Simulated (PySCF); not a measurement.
**HF/cc-pVDZ (density fitting with def2-universal-jkfit) run of C2Cl2O2 (oxalyl chloride)**

Wanted: a structure relaxation of C2Cl2O2 (oxalyl chloride). Input form: a Python script.

Program for the calculation: PySCF 2.14.0.

2 further runs of the same task are left out: 2 set aside as unsound or not needed.

**1. The molecule**

C2Cl2O2: 6 atoms, total charge 0, spin state singlet. As SMILES, `O=C(Cl)C(=O)Cl`. The coordinates come from a GFN2-xTB relaxation. This is one conformer, not always the lowest. The run starts from this shape.

Bond lengths: O1–C2 1.184 Å, C2–Cl3 1.732 Å, C2–C4 1.532 Å, C4–O5 1.185 Å, C4–Cl6 1.732 Å. Angles: O1–C2–Cl3 123.6°, O1–C2–C4 125.9°, Cl3–C2–C4 110.5°, C2–C4–O5 125.9°, C2–C4–Cl6 110.5°, O5–C4–Cl6 123.6°.

**2. A geometry optimisation at HF/cc-pVDZ (density fitting with def2-universal-jkfit)**

calc.py

```python
from pyscf import gto, scf
from pyscf.geomopt.geometric_solver import kernel as optimise

mol = gto.Mole()
mol.atom = [
    ('O', (-0.670180, 0.059580, -1.613040)),
    ('C', (-0.362030, -0.380690, -0.557540)),
    ('Cl', (-0.684020, -2.010680, -0.068200)),
    ('C', (0.363500, 0.380170, 0.556770)),
    ('O', (0.683120, -0.063730, 1.607450)),
    ('Cl', (0.669620, 2.015350, 0.074560)),
]
mol.spin = 0
mol.charge = 0
mol.max_memory = 1860
mol.basis = 'cc-pvdz'
mol.verbose = 3
mol.build()

mf = scf.RHF(mol)
mf = mf.density_fit(auxbasis='def2-universal-jkfit')
mf.conv_tol = 1e-10
converged, mol_eq = optimise(mf, maxsteps=60, convergence_set='GAU_TIGHT')
print('converged:', converged)
print(mol_eq.tostring())

mf.reset(mol_eq)
mol = mol_eq
mf.kernel()
if not mf.converged:
    mf = mf.newton().run(mf.mo_coeff, mf.mo_occ)
energy = mf.e_tot
print('E(%s) = %.9f' % ('HF', energy))
```

Started as:

```sh
$ OMP_NUM_THREADS=1 python calc.py
```

Q: Predict the results. Wanted: total energy at the end; dipole moment; HOMO energy; LUMO energy; HOMO–LUMO gap.

Computed results:

At HF/cc-pVDZ (density fitting with def2-universal-jkfit):

```
               quantity           value
total energy at the end  -1144.46715 Eh
          dipole moment          0.00 D
            HOMO energy       -12.64 eV
            LUMO energy         0.92 eV
          HOMO–LUMO gap        13.55 eV
```

In words: At the final geometry: Bond lengths: O1–C2 1.161 Å, C2–Cl3 1.744 Å, C2–C4 1.544 Å, C4–O5 1.161 Å, C4–Cl6 1.744 Å. Angles: O1–C2–Cl3 123.5°, O1–C2–C4 123.8°, Cl3–C2–C4 112.7°, C2–C4–O5 123.8°, C2–C4–Cl6 112.7°, O5–C4–Cl6 123.5°. The optimisation took 14 steps and changed the energy by -0.091 eV.
